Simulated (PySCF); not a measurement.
Molecule: Acrylamide (SMILES C(=C)C(N)=O).

Cartesian coordinates in Å; atom numbers follow the order of the lines, from 1:
```xyz
10

C    -1.6062   -0.4737    0.6777
C    -0.5287   -0.4752   -0.1075
C     0.5692    0.5131    0.1244
N     1.6136    0.4126   -0.7429
O     0.5321    1.3435    1.0103
H    -1.6712    0.2568    1.4896
H    -2.4282   -1.1787    0.5349
H    -0.4292   -1.1923   -0.9298
H     1.6705   -0.3140   -1.4404
H     2.4028    1.0313   -0.6119
```

Geometry PBE0-D3(BJ)/def2-SVP throughout; GIAO in PySCF 2.14.0 with density-fitted response routines, gas phase, one conformer, non-relativistic; equivalent atoms averaged; basis pcSseg-2.

Question: How do the shifts δ (against TMS, NH3, H2O at the same level) depend on the functional? (a selection of nuclei; ppm; last column core-seconds on shared hosts with different chips, so compare them loosely; the GGAs took longer than the global hybrids here, which isn't the general rule, and the cause wasn't traced)

Answer: 
| functional | kind | C3 | C1 | C2 | N4 | O5 | H6 | H7 | H8 | H10 | core-s |
| --- | --- | --- | --- | --- | --- | --- | --- | --- | --- | --- | --- |
| HF | Hartree–Fock | 174.2 | 146.5 | 134.6 | 94.8 | 347.0 | 7.37 | 6.24 | 5.93 | 4.81 | 17 |
| LDA | LDA | 170.3 | 145.5 | 145.0 | 126.6 | 390.1 | 7.01 | 5.98 | 6.44 | 4.59 | 41 |
| PBE | GGA | 165.4 | 139.0 | 138.6 | 118.3 | 375.1 | 6.89 | 5.84 | 6.32 | 4.52 | 49 |
| BLYP | GGA | 166.5 | 137.9 | 138.2 | 117.6 | 374.5 | 6.83 | 5.75 | 6.23 | 4.49 | 49 |
| BP86 | GGA | 165.3 | 138.6 | 138.2 | 116.9 | 371.9 | 6.88 | 5.82 | 6.27 | 4.51 | 51 |
| OPBE | GGA | 159.4 | 134.9 | 133.9 | 113.0 | 364.1 | 6.89 | 5.86 | 6.35 | 4.56 | 52 |
| KT2 | GGA | 158.0 | 130.2 | 129.3 | 110.7 | 345.1 | 6.70 | 5.67 | 6.10 | 4.49 | 52 |
| KT3 | GGA | 156.3 | 128.6 | 127.8 | 108.3 | 344.4 | 6.69 | 5.65 | 6.10 | 4.51 | 49 |
| B97-D | GGA | 161.9 | 134.3 | 133.8 | 112.6 | 359.3 | 6.82 | 5.75 | 6.19 | 4.51 | 51 |
| B3LYP | global hybrid | 170.0 | 141.5 | 139.3 | 113.5 | 375.5 | 6.96 | 5.89 | 6.16 | 4.59 | 25 |
| PBE0 | global hybrid | 169.5 | 142.8 | 139.5 | 112.6 | 375.4 | 7.04 | 6.00 | 6.23 | 4.63 | 33 |
| mPW1PW91 | global hybrid | 169.8 | 142.8 | 139.5 | 112.1 | 375.9 | 7.03 | 5.98 | 6.21 | 4.62 | 33 |
| WP04 | global hybrid | 170.3 | 140.8 | 138.0 | 108.1 | 368.2 | 6.74 | 5.68 | 5.88 | 4.67 | 15 |
| B97-2 | global hybrid | 166.3 | 139.3 | 136.3 | 109.6 | 364.5 | 6.98 | 5.91 | 6.17 | 4.61 | 15 |
| BHandHLYP | global hybrid | 173.4 | 144.9 | 138.9 | 106.7 | 369.2 | 7.14 | 6.04 | 6.08 | 4.71 | 14 |
| CAM-B3LYP | range-separated hybrid | 174.3 | 145.4 | 141.9 | 112.4 | 377.8 | 7.10 | 6.02 | 6.18 | 4.65 | 20 |
| wB97X-D | range-separated hybrid | 171.8 | 144.3 | 140.7 | 110.5 | 374.7 | 7.10 | 6.04 | 6.19 | 4.64 | 20 |
| LC-wPBE | range-separated hybrid | 177.4 | 149.9 | 144.7 | 109.9 | 380.5 | 7.24 | 6.19 | 6.27 | 4.64 | 27 |

Question: Which nucleus among those listed moves most, in ppm?

Answer: O5 (amide-type carbonyl oxygen): from 344.4 ppm with KT3 to 390.1 ppm with LDA. The smallest spread is 0.33 ppm, at H10. Proton shifts span only some 12 ppm, so a few tenths of a ppm matter as much there as several ppm in carbon.
